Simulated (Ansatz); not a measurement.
Input for Ansatz (development build ahead of 0.2.0):

```yaml
crystal:
  periodic: [false, false, false]
  atoms:
    - { symbol: C, position_ang: [-0.12664, -0.03913, 0.00231] }
    - { symbol: H, position_ang: [1.1025, 0.09169, -0.08685] }
    - { symbol: H, position_ang: [-0.53963, 0.98435, 0.10144] }
    - { symbol: H, position_ang: [-0.52221, -0.92157, -0.05533] }
basis:
  gaussian: { orbitals: cc-pVDZ }
magnetization:
  spin_polarized: true
  initial_magnetization: 1
hamiltonian:
  xc: hf
correlation:
  method: mp2
  frozen_orbitals: { C: 1, H: 0 }
```

The input is written out in the form of the current development build from the run's settings.

Output:

| Item | Value |
| --- | --- |
| Converged | yes |
| Reference energy | -39.53445 hartree |
| Correlation energy | -0.12737 hartree |
| Total energy | -39.66182 hartree |
| Spin squared of the determinant | 0.765 |

Caution: bonds are stretched, where a single reference can fail.
